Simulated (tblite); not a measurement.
# CH5F3: the cost of one run

Programs: tblite 0.8.0 and PySCF 2.14.0. All values are calculated, for the isolated system unless a continuum is named. Atoms count from 0, parts from 1.

## Step 1: Starting point

9 atoms, charge 0, multiplicity 1; geometry: rigid parts in contact. Parts: 1 = atoms 0–4, `CF`, charge 0; 2 = atoms 5–6, `F`, charge 0; 3 = atoms 7–8, `F`, charge 0.

## Step 2: Bringing the parts together with GFN2-xTB

The job: settings as JSON, then the geometry in Å.

```
{"job": {"kind": "dock", "xc": "GFN2-xTB", "basis": "xTB"}, "charge": 0, "multiplicity": 1, "parts": [{"atoms": "0-4", "charge": 0, "multiplicity": 1}, {"atoms": "5-6", "charge": 0, "multiplicity": 1}, {"atoms": "7-8", "charge": 0, "multiplicity": 1}]}
C     -0.077196     0.010351     0.013623
F      1.287888    -0.130714    -0.011043
H     -0.480081    -0.655463    -0.747270
H     -0.301887     1.057367    -0.189412
H     -0.427666    -0.260662     1.009061
F      2.500868     2.356072    -0.049457
H      2.380966     1.457114     0.188403
F      2.999518     1.128573     2.472470
H      3.549132     1.849009     2.697052
```

Level: GFN2-xTB search for minima from random contacts, gas phase.

The run is started by

```
> OMP_NUM_THREADS=1 python cluster_run.py task.json out
```

One launch serves the whole session: the jobs run in the order shown.

Q: Estimate the wall time of this first job on 1 thread of Arm Neoverse V1, shared host.

About 5.5 s.
